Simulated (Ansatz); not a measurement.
## Ansatz (development build ahead of 0.2.0) run

```yaml
crystal:
  periodic: [false, false, false]
  atoms:
    - { symbol: Si, position_ang: [0.02494, 0.04285, -1.04984] }
    - { symbol: S, position_ang: [0.01265, -0.04392, 1.02313] }
basis:
  gaussian: { orbitals: def2-SVP }
total_charge: 1
magnetization:
  initial_magnetization: 1
hamiltonian:
  xc: hf
correlation:
  method: mp2
  frozen_orbitals: { S: 5, Si: 5 }
```

The input is written out in the form of the current development build from the run's settings. Correlation on restricted open-shell orbitals is semicanonical, with singles.

The run gave:

| Quantity | Value |
| --- | --- |
| Converged | yes |
| Reference energy | -685.92008 hartree |
| Correlation energy | -0.16390 hartree |
| Total energy | -686.08398 hartree |
| Spin squared of the determinant | 0.750 |
| Stability test | minimum among restricted orbitals |
| Occupied orbitals by symmetry in an Abelian subgroup (alpha; beta) | 9 A1 3 B1 3 B2; 9 A1 2 B1 3 B2 |

Messages of the program:
```
mean field -18664.83610741 eV, -685.9200754669 hartree, gradient 2.8e-6 eV, S^2 0.750000; 10 other ends of a descent, 0 dependent functions left out
```

Caution: MP2 on this radical cation hangs on the determinant chosen; a plain start can end on a higher determinant.
